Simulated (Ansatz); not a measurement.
1T (CdI2-type) SnSe2 was calculated with PBEsol-D3(BJ) (Ansatz, a first-principles code, PAW).

Total energies, extrapolated to zero smearing (they compare only within this program, potentials and cutoff):

```csv
system,energy (eV/atom)
"1T (CdI2-type) SnSe2, relaxed",-5600.0833
white tin (β-Sn),-5950.1843
trigonal Se,-5424.5325
```

Question: Work out the enthalpy of formation per atom.

Answer: ΔH_f ≈ ΔE = -5600.0833 − [1 × (-5950.1843) + 2 × (-5424.5325)]/3 = -0.334 eV/atom (0 K, no vibrations). The reference value is -0.43 eV/atom (measured, 298 K, no zero-point or thermal correction; as tabulated in Zhang et al. (2018), doi:10.1038/s41524-018-0065-z), a difference of +0.096 eV/atom.

Spin–orbit coupling is left out; its size isn't shown.

The PAW data were made under PBE.
